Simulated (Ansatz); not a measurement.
FHMgS (`[F][Mg][SH]`) from Hartree–Fock to CCSD(T)

```xyz
4

F     0.649   -2.342   -0.548
Mg    0.376   -0.693   -0.032
S     0.046    1.452    0.658
H    -1.071    1.583   -0.079
```

Charge 0, multiplicity 1. Correlated methods include outer-core shells of Mg, which these sets cover unevenly. The geometry is a stationary point of PBE0-D4/def2-TZVP. It is one conformer, not always the lowest. Frozen core, restricted reference, Ansatz. CBS rows extrapolate triple and quadruple zeta. For Mg the program correlates outer-core shells too, which these sets cover unevenly, so the extrapolated numbers aren't a true limit.

```
     basis     HF (Eh)  MP2 corr.
  def2-SVP  -696.99749   -0.35689
def2-TZVPP  -697.33253   -0.63044
def2-QZVPP  -697.35906   -0.71257
```

Q: Estimate the CCSD correlation energy and the (T) correction in each basis where they were run (hartree).

A: 
| basis | CCSD corr. | (T) |
| --- | --- | --- |
| def2-SVP | -0.37523 | -0.00706 |
| def2-TZVPP | -0.65291 | -0.01807 |
| def2-QZVPP | -0.73273 | -0.02291 |
| CBS(def2) | -0.79185 | -0.02649 |
